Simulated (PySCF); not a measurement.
diphosphorus anion (P₂), SMILES P#P (connectivity only; charge and spin as stated), charge -1, multiplicity 2.

Geometry: r2SCAN-D4/def2-TZVPD. The spin state was assumed, not searched.

Two levels are set side by side: PBE/def2-TZVPD (PySCF) and B3LYP/def2-TZVPD (PySCF). Same geometry, gas phase. Differences are taken from unrounded values.

| quantity | B3LYP | PBE | PBE minus B3LYP |
|---|---|---|---|
| α-spin orbital gap (eV) | 1.45 | 0.10 | -1.35 |
| β-spin orbital gap (eV) | 3.98 | 2.72 | -1.26 |

Rough cost on one machine, each run with all the roots and properties that it gave: B3LYP against PBE within a factor of 2.
